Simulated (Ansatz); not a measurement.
A run on CH₆Al₂ (`[AlH2][CH2][AlH2]`) with other settings.

```yaml
crystal:
  periodic: [false, false, false]
  atoms:
    - {symbol: Al, position_ang: [-0.769195, 0.897389, -1.195757]}
    - {symbol: C, position_ang: [0.680357, 0.065788, -0.218086]}
    - {symbol: Al, position_ang: [0.253295, -0.964198, 1.364734]}
    - {symbol: H, position_ang: [-1.506839, 0.101083, -2.355834]}
    - {symbol: H, position_ang: [-1.244270, 2.365856, -0.819099]}
    - {symbol: H, position_ang: [1.190453, -0.611957, -0.914454]}
    - {symbol: H, position_ang: [1.359807, 0.868964, 0.094442]}
    - {symbol: H, position_ang: [-0.065103, -2.515883, 1.242829]}
    - {symbol: H, position_ang: [0.189995, -0.253340, 2.784124]}
basis:
  gaussian: {orbitals: def2-TZVPD, point_charges: [{charge: 1.00, position_ang: [4.954, -0.275, -0.548]}]}
hamiltonian: {xc: {name: SVWN5}}
output: {forces: true}
```

```sh
$ ansatz run in.yaml --threads 2 --pin off --events-out ev --progress --plain --max-ram 4352MiB
```

It prints (some lines left out):

```
Functional definition: SVWN5
1008 factors; their error is unknown
mean field evaluation 1: about -14246.9847 eV, gradient 7.4e1 eV
mean field evaluation 2: about -14207.8213 eV, gradient 1.1e2 eV
mean field evaluation 4: about -14259.9494 eV, gradient 7.8e0 eV
mean field evaluation 8: about -14260.1471 eV, gradient 2.1e-1 eV
mean field evaluation 16: about -14260.1361 eV, gradient 1.3e-4 eV
mean field -14260.13608643 eV, -524.0503353088 hartree, gradient 1.3e-5 eV, S^2 0.000000; 0 other end points of the search recorded, 0 dependent functions left out
reference -14260.13614395 eV, -524.0503374227 hartree; 19, 19 occupied and 158, 158 virtual orbitals, 1008 factors
Total energy: -14260.13614395 eV, -524.0503374227 hartree
Atom 0 at    -0.769195     0.897389    -1.195757 Å, force    -0.264178     0.086890    -0.079923 eV/Å
Atom 1 at     0.680357     0.065788    -0.218086 Å, force     0.179252    -0.143638     0.180504 eV/Å
Atom 2 at     0.253295    -0.964198     1.364734 Å, force    -0.307739    -0.016095     0.085313 eV/Å
Atom 3 at    -1.506839     0.101083    -2.355834 Å, force     0.084141    -0.104055    -0.010746 eV/Å
Atom 4 at    -1.244270     2.365856    -0.819099 Å, force     0.099450     0.032274     0.082670 eV/Å
Atom 5 at     1.190453    -0.611957    -0.914454 Å, force     0.029422    -0.249457    -0.294246 eV/Å
Atom 6 at     1.359807     0.868964     0.094442 Å, force     0.098333     0.351102     0.117443 eV/Å
Atom 7 at    -0.065103    -2.515883     1.242829 Å, force     0.074150    -0.057576    -0.091723 eV/Å
Atom 8 at     0.189995    -0.253340     2.784124 Å, force     0.088757     0.091160     0.009270 eV/Å
Dipole moment:    -0.175068     0.054990    -0.042463 e Å
```

Run time 1.6 s (2 threads of an Arm Neoverse V2 on a shared host); peak host memory 0.19 GiB.
